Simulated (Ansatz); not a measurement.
**[H···H···S], triplet: reading a ladder of total energies**

Geometry: a point of a hydrogen-transfer path between rigid fragments, not a stationary point.

```yaml
atoms:
  - { symbol: H, position_ang: [0.0000, 0.0000, -1.3553] }
  - { symbol: H, position_ang: [0.0000, 0.0000, -0.0123] }
  - { symbol: S, position_ang: [0.0000, 0.0000, 1.3677] }
```

Basis 6-31G; Ansatz 0.2.0. Correlated methods freeze the noble-gas cores, which leaves 8 electrons in 12 orbitals. R marks a restricted (for open shells ROHF) determinant, U an unrestricted one.

Full CI is exact within this basis and frozen core; it isn't the basis-set limit. The frozen core follows each run's orbitals, which can shift R against U totals by a few meV.

Runs differ by some tens of microhartree through their thresholds and, for an open shell, their frozen cores, so steps under 0.1 kcal/mol mean nothing.

| level | total energy (hartree) |
| --- | --- |
| UHF | -398.531066 |
| UMP2 | -398.569681 |
| UCCSD | -398.581989 |
| UCCSD(T) | -398.582435 |
| UCCSDT | -398.582571 |
| UCCSDT(Q) | -398.582593 |
| UCCSDTQ | -398.582598 |
| full CI | -398.582597 |

Question: What is the correlation energy at full CI, and what share of it do UMP2 and UCCSD(T) recover?

Answer: E(corr) = -398.582597 − (-398.531066) = -0.051531 hartree = -1.402 eV. UMP2: -0.038615 / -0.051531 = 74.94 %. UCCSD(T): -0.051369 / -0.051531 = 99.69 %.

Question: By how many kcal/mol does UCCSD(T) miss full CI (1 hartree = 627.509 kcal/mol), and which steps make up the rest?

Answer: -398.582435 − (-398.582597) = 0.000162 hartree = 0.10 kcal/mol. Steps: UCCSDT − UCCSD(T) = -0.09, UCCSDT(Q) − UCCSDT = -0.01, UCCSDTQ − UCCSDT(Q) = 0.00, full CI − UCCSDTQ = 0.00 kcal/mol. That is within 1 kcal/mol of the reference in this basis, which itself misses far more of the correlation at the basis-set limit.
